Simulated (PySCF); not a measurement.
System: H2Si, singlet: symmetric bend, bond length relaxed. Scanned: H-Si-H angle. Other coordinates (Si-H bond length) were minimised at B3LYP/def2-TZVP.

Computed with: RKS-M06-2X/6-31G* = PySCF 2.14.0 with restricted M06-2X/6-31G*, spherical d; RKS-B3LYP/6-31G* = restricted B3LYP/6-31G*, spherical d (PySCF 2.14.0); RHF/6-31G* = restricted Hartree-Fock/6-31G*, spherical d (PySCF); MP2 on RHF/cc-pVTZ, 5 core orbitals frozen (PySCF).

Energies relative to the lowest point of each profile, in kJ/mol; the last columns give the difference from MP2:

```csv
a / °,RKS-M06-2X/6-31G*,RKS-B3LYP/6-31G*,RHF/6-31G*,MP2,RKS-M06-2X/6-31G* − MP2,RKS-B3LYP/6-31G* − MP2,RHF/6-31G* − MP2
180,0.0,299.4,0.0,0.0,0.0,299.4,0.0
170,2.4,301.5,2.9,2.6,-0.2,298.9,0.3
160,11.2,—,13.5,12.0,-0.8,—,1.5
150,25.9,192.8,30.5,27.4,-1.4,165.4,3.2
140,43.0,137.8,49.7,44.9,-1.9,93.0,4.9
130,63.9,89.8,73.0,66.0,-2.1,23.8,7.0
120,90.8,50.8,103.0,93.1,-2.2,-42.3,10.0
110,124.8,22.2,140.7,126.8,-2.1,-104.6,13.9
100,167.6,4.9,188.3,169.3,-1.6,-164.3,19.1
90,—,0.0,248.1,222.2,—,-222.2,25.9
80,—,8.5,322.8,287.7,—,-279.2,35.1
70,—,31.5,416.9,368.4,—,-336.9,48.5
60,—,69.2,535.4,466.7,—,-397.6,68.6
```

RKS-M06-2X/6-31G* is furthest from MP2 at 120 (-2.2 kJ/mol, below); its mean absolute difference over the points is 1.4 kJ/mol.

RKS-B3LYP/6-31G* is furthest from MP2 at 60 (-397.6 kJ/mol, below); its mean absolute difference over the points is 202.3 kJ/mol.

RHF/6-31G* is furthest from MP2 at 60 (68.6 kJ/mol, above); its mean absolute difference over the points is 18.3 kJ/mol.

A dash means that the run gave no value there, or that the column was ended at a point which the program doubted or which failed a test of continuity chosen for this set; such a test can also cut sound points.
